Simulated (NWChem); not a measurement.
Species: C₂H₃F; SMILES C=CF

Program: NWChem. Pople sets run with spherical d functions. Geometry: optimised at PBE0/def2-SVP.

Order these by “orbital gap (eV)”, lowest first: PBE0/6-31+G*; PBE0/6-311G**; PBE0/STO-3G; PBE0/3-21G.

PBE0/6-31+G* (7.85), PBE0/6-311G** (8.06), PBE0/3-21G (8.25), PBE0/STO-3G (8.69)
